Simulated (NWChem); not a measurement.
System: CH$_{5}$N cation, doublet; SMILES of the neutral closed-shell parent CN

Input file for NWChem:

```
start job
memory heap 200 mb stack 900 mb global 1100 mb
charge 1
geometry units angstroms noautosym nocenter noautoz
  C      0.022104     0.701182    -0.000330
  N      0.000444    -0.701264    -0.000058
  H     -0.584848     1.094138    -0.865562
  H      1.046223     1.111861    -0.003216
  H     -0.578552     1.093973     0.869662
  H     -0.891348    -1.227846     0.000138
  H      0.866456    -1.268495     0.000205
end
basis spherical
  C library def2-svp
  N library def2-svp
  H library def2-svp
end
dft
  odft
  mult 2
  xc pbe0
  iterations 150
end
cosmo
  do_cosmo_smd true
  solvent benzene
end
task dft energy
```

All runs use the structure optimised with PBE-D3(BJ)/def2-SVP, spin-unrestricted. This spin state was assumed; another may lie lower. No stability test was run on the SCF state. Solvent: benzene.

Level: PBE0/def2-SVP with SMD (1 M gas to 1 M solution), gas-phase geometry. Reactions with the solvent are ignored.

Task: Predict the main results of this run. (PBE0/def2-SVP, spin-unrestricted, SMD on the gas-phase geometry.) Quantities: solvation free energy (kcal/mol); cavity-dispersion-structure term (kcal/mol).

Result: 
```yaml
solvation free energy (kcal/mol): -42.0
cavity-dispersion-structure term (kcal/mol): 0.3
```
